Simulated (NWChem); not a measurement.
C₂H₃F; SMILES C=CF

```xyz
6

C     -0.2367     1.1688     0.0000
C      0.4249     0.0197     0.0000
F     -0.1840    -1.1614     0.0000
H     -1.3284     1.1910     0.0000
H      0.3163     2.1084     0.0000
H      1.5158    -0.0751     0.0000
```
Atoms are numbered in this order, from 1.

Program: NWChem. The geometry was optimised at PBE0/def2-SVP. Lowest singlet excitation in solution, TDDFT at CAM-B3LYP/def2-SVP with SMD, three treatments of the solvent's response.

Estimate the computed values for solvent dimethyl sulfoxide. Quantities: ground-state reaction field (eV); corrected reaction field (eV); vertical excitation model (eV).


```yaml
ground-state reaction field (eV): 8.10
corrected reaction field (eV): 8.09
vertical excitation model (eV): 8.08
```
